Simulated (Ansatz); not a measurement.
**HSO (quartet): wave-function methods side by side, def2-QZVPP**

The task here is to estimate one member of a computed series from the others.

Program: Ansatz 0.2.0, Gaussian basis. Level of theory: def2-QZVPP, core rule «outside noble gas», up to 6 orbitals frozen. These are calculated values, not measurements.

The runs, in order: UHF; ROHF; CCSD(T) on UHF.

2 further runs of the same task are left out: 2 set aside as unsound or not needed.

### The geometry

The geometry is a PBE0/def2-TZVP stationary point (not a proven minimum) of the parent state, kept for this charge and spin.

3 atoms, charge 0, spin multiplicity 4.

Atoms are counted from 1 here; the program's logs count them from 0.

Bond lengths: O1–S2 1.496 Å, S2–H3 1.375 Å. Angles: O1–S2–H3 104.5°.

Coordinates:

```xyz
3
HOS
O     0.00000    0.07149    1.01296
S     0.00000   -0.07394   -0.47566
H     0.00000    1.21738   -0.94715
```

Set-up of the first run:

The input, in.yaml:

```yaml
crystal:
  periodic: [false, false, false]
  atoms:
    - {symbol: O, position_ang: [0.000000, 0.071488, 1.012963]}
    - {symbol: S, position_ang: [0.000000, -0.073938, -0.475663]}
    - {symbol: H, position_ang: [0.000000, 1.217382, -0.947148]}
basis:
  gaussian: {orbitals: "def2-QZVPP.json"}
magnetization: {spin_polarized: true, initial_magnetization: 3}
hamiltonian: {xc: hf}
output: {orbitals: {seedname: orbitals}}
```

The run is started by

```console
$ ansatz run in.yaml --threads 1 --pin off --events-out ev --progress --plain --max-ram 2393MiB
```

Among the steps run: UHF; ROHF; CCSD(T) on UHF.

One table of the session follows, with a row left open; its other results are not shown here.

| method | from UCCSD(T) (kJ/mol) |
| --- | --- |
| ROHF | +1211.5 |
| UHF | ? |
| UMP2 | +138.7 |
| UCCSD | +56.0 |
| UCCSD(T) | 0 |

Q: Estimate the row for UHF from the others.

The run gave: from UCCSD(T) (kJ/mol): +1174.2. In the column «from UCCSD(T) (kJ/mol)» it lies between UMP2 (+138.7) and ROHF (+1211.5).
